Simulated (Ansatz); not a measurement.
# A basis-limit estimate, worked out

An elementary step of BPNH$_{7}$, closed shell (BNH₄ ([BH2][NH2]) + PH₃ → BPH₄ ([BH2][PH2]) + NH₃ (still joined by a long B–N bond); bonds formed: B1–P6, N2–H5; bonds broken: H5–P6; bonds weakened to dative contacts: B1–N2). “Start” is the structure reached by relaxing down from the saddle towards the reactants; PBE0-D4/def2-TZVP structures. The saddle:

```xyz
10
angstrom
B 0.0505 -0.7350 0.4713
N 1.0258 0.4817 0.6766
H 0.5810 -1.7220 0.0272
H -0.6981 -0.9258 1.3966
H 0.2361 1.1370 -0.4298
P -0.9398 0.2191 -1.0016
H 1.9987 0.2871 0.4782
H 0.9694 0.9233 1.5854
H -0.9270 -0.2501 -2.3322
H -2.2967 0.5848 -0.8717
```

Ansatz 0.2.0; basis: def2-TZVPP and def2-QZVPP; cores frozen in the correlated methods.

Energies in eV:

| quantity | saddle | start |
| --- | --- | --- |
| Hartree–Fock, triple zeta (X = 3) | -11535.46092 | -11537.94066 |
| Hartree–Fock, quadruple zeta (X = 4) | -11535.84872 | -11538.33137 |
| MP2 correlation, X = 3 | -14.54404 | -13.62464 |
| MP2 correlation, X = 4 | -15.51486 | -14.57029 |
| CCSD(T) correlation, X = 3 | -16.34131 | -15.53365 |

(1) Work out the barrier at the basis limit: extrapolate Hartree–Fock as E(X) = E∞ + A exp(−7.88 √X) and the MP2 correlation as E(X) = E∞ + B X^−2.97 (the exponents that Neese and Valeev fitted for def2-TZVPP and QZVPP), then add CCSD(T) − MP2 in triple zeta.

T1 diagnostic: at most 0.013.

## Answers

(1) Each step is linear, so take the differences first (saddle − start): Hartree–Fock 2.47974 (X = 3) and 2.48265 (X = 4); MP2 correlation -0.91940 and -0.94457; CCSD(T) correlation -0.80766.
Two points give E∞ = E(4) + w [E(4) − E(3)], with w = 1/(exp(7.88 (2 − √3)) − 1) = 0.1377 for Hartree–Fock and w = 1/((4/3)^2.97 − 1) = 0.7407 for the correlation.
Hartree–Fock: 2.48265 + 0.1377 × 0.00291 = 2.4831 eV.
MP2 correlation: -0.94457 + 0.7407 × (-0.02517) = -0.9632 eV.
CCSD(T) − MP2: -0.80766 − (-0.91940) = 0.1117 eV.
Sum: 2.4831 + (-0.9632) + 0.1117 = 1.6316 eV, or 37.63 kcal/mol. Plain CCSD(T) in triple zeta gives 1.6721 eV, so the larger basis shifts the result by -0.0405 eV.

Labels in which every atom is bracketed show which atoms are joined, not bond orders.

For scale, one of the runs: CCSD(T)/def2-TZVPP, 202 basis functions, launched by `ansatz run in.yaml --threads 2 --pin off --events-out ev --progress --plain --max-ram 4352MiB`. The run took 55 s on 2 CPU threads of an Arm Neoverse V1 (shared host), with 2.5 GiB of host memory at its peak.
